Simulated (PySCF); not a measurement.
tetrafluoroethylene (C2F4), SMILES C(F)(=C(F)F)F. Atoms are numbered in the order given.

```xyz
6

F      0.0000     1.1015    -1.3868
C      0.0000     0.0000    -0.6660
F      0.0000    -1.1015    -1.3868
C      0.0000     0.0000     0.6660
F      0.0000    -1.1015     1.3868
F      0.0000     1.1015     1.3868
```

Geometry: B3LYP-D3(BJ)/def2-SVP.

These are TDDFT-PBE/def2-SVPD run with PySCF 2.14.0 values and carry that method's errors.

Vertical excitations.  State labels are in the subgroup D2h.

Computed lowest excited states:
| state | symmetry | energy (eV) | λ (nm) | f | main pairs |
|---|---|---|---|---|---|
| S1 | B3u | 6.03 | 206 | 0.008 | HOMO→LUMO+1 100 % |
| S2 | B1g | 6.55 | 189 | 0.000 | HOMO→LUMO+2 100 % |
| S3 | B2g | 6.98 | 178 | 0.000 | HOMO→LUMO+3 99 % |
| S4 | B1u | 7.97 | 155 | 0.356 | HOMO→LUMO 97 % |
| S5 | Ag | 8.54 | 145 | 0.000 | HOMO→LUMO+4 100 % |
| S6 | B1g | 8.84 | 140 | 0.000 | HOMO→LUMO+5 100 % |
| S7 | Au | 9.16 | 135 | 0.000 | HOMO→LUMO+7 100 % |
| S8 | B3u | 9.26 | 134 | 0.032 | HOMO→LUMO+6 96 % |
| S9 | B3u | 9.62 | 129 | 0.027 | HOMO→LUMO+9 96 % |
| S10 | B2g | 9.65 | 128 | 0.000 | HOMO→LUMO+8 97 % |
| T1 | B1u | 4.69 | 264 | 0 | HOMO→LUMO 99 % |
| T2 | B3u | 5.77 | 215 | 0 | HOMO→LUMO+1 100 % |
| T3 | B1g | 6.01 | 206 | 0 | HOMO→LUMO+2 100 % |
| T4 | B2g | 6.62 | 187 | 0 | HOMO→LUMO+3 99 % |
Triplets are in the Tamm–Dancoff approximation, which puts them higher than full response would, so one can lie above its singlet here.
